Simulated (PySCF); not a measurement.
chlorine (Cl₂), SMILES ClCl.

The structure is a stationary point at B3LYP-D3(BJ)/def2-TZVPD.

Two levels are set side by side: TDA-PBE/def2-TZVPD (PySCF) and ADC(2)/aug-cc-pVDZ (PySCF). Vertical, same geometry; the bases differ. Differences are taken from unrounded values.

```json
[
 {"quantity": "lowest singlet excitation (eV)", "TDA-PBE": "3.39"}
]
```

Problem. These are the TDA-PBE values. What does ADC(2) give? (The exact figures need the calculation; the answer reports its results.)

Solution. 
```tsv
quantity	ADC(2)	TDA-PBE minus ADC(2)
lowest singlet excitation (eV)	3.82	-0.43
```

Functionals without exact exchange tend to place singlet excitations lower, as here. Differences between two approximate levels are no errors against the true value.

Rough cost on one machine, each run with all the roots and properties that it gave: ADC(2) against TDA-PBE about 3 times.
